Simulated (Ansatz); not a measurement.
Molecule (SMILES): P (PH3).
Atoms: P1, H2, H3, H4. Bonds: P1-H2, P1-H3, P1-H4.

Basis-set convergence of the lowest harmonic wavenumber at HF with Ansatz (a program for electronic structure). Each level at its own minimum, finite differences of forces, unscaled; the reference is a large set that could be run, not a limit. Cartesian d functions, on some or all atoms, in 6-31+G*, 6-311+G**; all else is spherical. The program fits the integrals of some runs and decomposes those of others, by size. No added dispersion term, no relativity. Reference: the value in aug-pcseg-2, 1101 cm⁻¹. Deviations are taken from unrounded values.

```json
[
 {"basis": "def2-SV(P)", "functions": "24"},
 {"basis": "6-31+G*", "functions": "29"},
 {"basis": "def2-SVP", "functions": "33"},
 {"basis": "6-311+G**", "functions": "49"},
 {"basis": "aug-pcseg-1", "functions": "54"},
 {"basis": "def2-TZVP", "functions": "55"},
 {"basis": "6-311++G(2d,2p)", "functions": "65"},
 {"basis": "def2-TZVPP", "functions": "84"},
 {"basis": "6-311++G(3df,3pd)", "functions": "101"},
 {"basis": "aug-pcseg-2", "functions": "119"}
]
```

Question: Which is the smallest set listed that can be trusted to 20 cm⁻¹ here, that is, within that of the reference together with its larger relatives (same family, alike in diffuse functions; a set with none to test it counts only in the reference's own line)?

Answer: The smallest set listed that lies within 20 cm⁻¹ of the reference with all its larger relatives (same family, alike in diffuse functions; a set with none counts only in the reference's own line) is def2-SVP (33 functions, 13 cm⁻¹ off). Value minus reference: def2-SV(P) 35, 6-31+G* 34, def2-SVP 13, 6-311+G** 10, aug-pcseg-1 4, def2-TZVP 3, 6-311++G(2d,2p) 3, def2-TZVPP 3, 6-311++G(3df,3pd) 3, aug-pcseg-2 0 cm⁻¹.
